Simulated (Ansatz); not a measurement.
B2H5F⁺, that is diborane mono F with one electron fewer. Charge 1, multiplicity 2. Geometry PBE-D4/def2-TZVP, that of the neutral singlet; atoms count from 1.

```
atom   x (Å)   y (Å)   z (Å)
  B1   0.227   0.829  -0.201
  F2  -0.711   1.796  -0.137
  H3   1.348   1.104  -0.529
  H4  -0.207  -0.237  -0.946
  B5  -0.216  -0.840   0.200
  H6  -1.345  -1.073   0.522
  H7   0.638  -1.675   0.134
  H8   0.267   0.095   0.956
```

Q: Estimate the Mulliken populations from the PBE0/def2-TZVP orbitals of Ansatz.

A: 
```tsv
atom	charge (e)	spin (α − β)
B1	0.13	0.08
F2	-0.06	0.17
H3	0.26	0.26
H4	0.25	0.02
B5	-0.25	0.20
H6	0.26	0.24
H7	0.16	0.01
H8	0.25	0.02
```
Mulliken values and Mayer orders depend strongly on the basis.

Q: Where does the spin sit?

A: Summed by element: B 0.28, F 0.17, H 0.54, of 1 unpaired in all. Largest on single atoms: H3 0.26, H6 0.24, B5 0.20.

Q: And the Mayer bond orders between bonded heavy atoms (over 0.3)?

A: B1–F2 1.28 (1.35 Å); B1–B5 0.76 (1.77 Å).
